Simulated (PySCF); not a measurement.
## Threshold energies of HF in a plasma

CCSD(T) extrapolated to the basis-set limit (PySCF; HF CCSD(T)/CBS(TQ)+CV+SR, HF⁺ CCSD(T)/CBS(TQ)+CV+SR; CV core-valence, SR scalar-relativistic term); no spin–orbit coupling.

```tsv
species	state (unpaired electrons)	Re (Å)	ωe (cm⁻¹)	energy of the minimum from the neutral (eV)	De (eV)	dissociates to
HF	singlet (closed shell)	0.916	4153	0.00	6.16	H + F
HF⁺	doublet (π ↑)	1.000	3108	16.14	3.63	H⁺ + F
```

**Question.** Work out the lowest energy to break HF into atoms, from its vibrational ground state.

**Answer.** D0 = De − ωe/2 = 6.16 − 0.26 = 5.90 eV (composite CCSD(T)).

**Question.** Work out the ionisation energy of the H atom at this level and the threshold of dissociative ionisation.

**Answer.** IE(H) = 16.14 + 3.63 − 6.16 = 13.61 eV, so H⁺ + F + e⁻ appears at D0 + IE(H) = 19.51 eV (composite CCSD(T)). The measured IE(H) is 13.598 eV (NIST ASD).

These are thermodynamic thresholds; the onsets seen under electron impact lie higher where the geometry changes, and cross-sections peak well above them.

For an ion De counts to the pair picked by the measured ionisation energies or electron affinities, which need not be the lowest pair at this level. Where the molecule has an RHF reference, its open-shell atoms are computed with UHF. States were picked by a PBE0 search and need not be the measured ground states.
